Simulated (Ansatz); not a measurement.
Ansatz (a first-principles code) input (RI-MP2/cc-pVQZ):
A basis named .json is the Basis Set Exchange file of that set.

Ansatz 0.2 input:
```yaml
crystal:
  periodic: [false, false, false]
  atoms:
    - {symbol: O, position_ang: [-0.00967373, 0.04563775, 1.10330363]}
    - {symbol: C, position_ang: [0.00178170, 1.15541318, 0.29161270]}
    - {symbol: C, position_ang: [-0.00658038, -1.04837760, 0.29156764]}
    - {symbol: C, position_ang: [0.01154327, 0.72839088, -0.98368653]}
    - {symbol: C, position_ang: [0.00648472, -0.69033507, -1.02009325]}
    - {symbol: H, position_ang: [0.00104465, 2.11115768, 0.78054654]}
    - {symbol: H, position_ang: [-0.01464815, -2.00173065, 0.79019247]}
    - {symbol: H, position_ang: [0.01161747, -1.34507735, -1.87357137]}
basis:
  gaussian:
    orbitals: cc-pVQZ
    fitting: {mean_field: def2-universal-jkfit, correlation: cc-pVQZ-RIFIT.json}
magnetization: {spin_polarized: true, initial_magnetization: 1}
correlation: {method: mp2, electrons: outside_noble_gas}
```

Output:

```
Functional definition: HF
integrals: 0.56 GiB planned
431 factors; integrals over basis functions are off by at most 3.5e0 eV
mean field: 1.30 GiB planned
mean field evaluation 1: about -6202.7219 eV, gradient 2.2e1 eV
mean field evaluation 2: about -6205.3545 eV, gradient 8.0e0 eV
mean field evaluation 4: about -6205.8336 eV, gradient 1.1e0 eV
mean field evaluation 8: about -6205.9004 eV, gradient 5.0e-1 eV
mean field evaluation 16: about -6204.2812 eV, gradient 2.9e0 eV
mean field -6205.98445369 eV, -228.0657221058 hartree, gradient 1.9e-6 eV, S^2 1.077304; 2 other end points of the search recorded, 0 dependent functions left out
5 core orbitals not correlated
825 factors; their error is unknown
reference -6205.98445369 eV, -228.0657221058 hartree; 13, 12 occupied and 347, 348 virtual orbitals, 825 factors
second order -23.42573865 eV of doubles, -0.00000000 eV of singles
Total energy: -6229.41019235 eV, -228.9266021229 hartree
```

It need not be the lowest isomer of its formula.

The determinant is spin-contaminated: <S^2> is 1.08 against 0.75 for a pure state.
